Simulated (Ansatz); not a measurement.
A calculation with Ansatz (development build ahead of 0.2.0).

```yaml
crystal:
  periodic: [false, false, false]
  atoms:
    - { symbol: C, position_ang: [-0.04022, -0.45993, -0.07635] }
    - { symbol: O, position_ang: [-0.03238, -0.4624, 1.17599] }
    - { symbol: "N", position_ang: [0.03859, 0.67397, -0.89699] }
    - { symbol: H, position_ang: [0.06773, -1.3428, -0.67433] }
    - { symbol: H, position_ang: [0.00326, 0.55881, -1.86953] }
    - { symbol: H, position_ang: [-0.07785, 1.61673, -0.39031] }
basis:
  gaussian: { orbitals: cc-pVDZ }
hamiltonian:
  xc: hf
correlation:
  method: mp2
  frozen_orbitals: { C: 1, H: 0, "N": 1, O: 1 }
```

The input is written out in the form of the current development build from the run's settings.

Results

```
Converged                       : yes
Reference energy                : -168.93164 hartree
Correlation energy              : -0.48972 hartree
Total energy                    : -169.42136 hartree
Spin squared of the determinant : 0.000
```
